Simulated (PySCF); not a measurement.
## Relaxation of doublet HB(OH)

All numbers come from UPBE0 in PySCF with B def2-TZVP, H def2-TZVP, O def2-TZVP; no relativity; density-fitted integrals. A (50,194) grid was used.

A hand-made bent (heavy-atom frame) start, with no symmetry imposed:

Coordinates in bohr (charge 0 multiplicity 2):
```
B     1.3125   -0.0483   -1.0072
H     3.1236   -0.0483    0.2610
O    -0.9784   -0.0483    0.5970
H    -1.9336    1.3414    1.2658
```

Optimiser trace:
| step | E − E(last) (kJ/mol) | largest gradient (Eh/bohr) |
| --- | --- | --- |
| 0 | 94.91 | 0.07940 |
| 1 | 51.58 | 0.00932 |
| 2 | 42.83 | 0.01603 |
| 3 | 33.39 | 0.02819 |
| 4 | 25.05 | 0.03641 |
| 5 | 11.96 | 0.01822 |
| 6 | 2.66 | 0.02070 |
| 7 | 0.90 | 0.01561 |
| 8 | 0.13 | 0.00494 |
| 9 | 0.02 | 0.00219 |
| 10 | 0.00 | 0.00016 |
| 11 | 0.00 | 0.00007 |

It ends at Cs with B–H 1.201 Å, B–O 1.333 Å, O–H 0.961 Å; B–O–H 114.7°, H–B–O 121.0°. A frequency run shows a minimum. Other isomers or separated fragments may lie lower.

Final geometry:
```xyz
4
charge 0 multiplicity 2, angstrom
B     0.5894    0.1252   -0.4850
H     1.6449   -0.4220   -0.3174
O    -0.4317   -0.0847    0.3458
H    -1.2331    0.3991    0.1269
```

The relaxation took 11 s on 2 threads of a shared Arm Neoverse V1 host, with 74 basis functions and 13 gradients; the process peaked at 0.5 GiB. Launch command: `OMP_NUM_THREADS=2 python axn.py task.json out`.
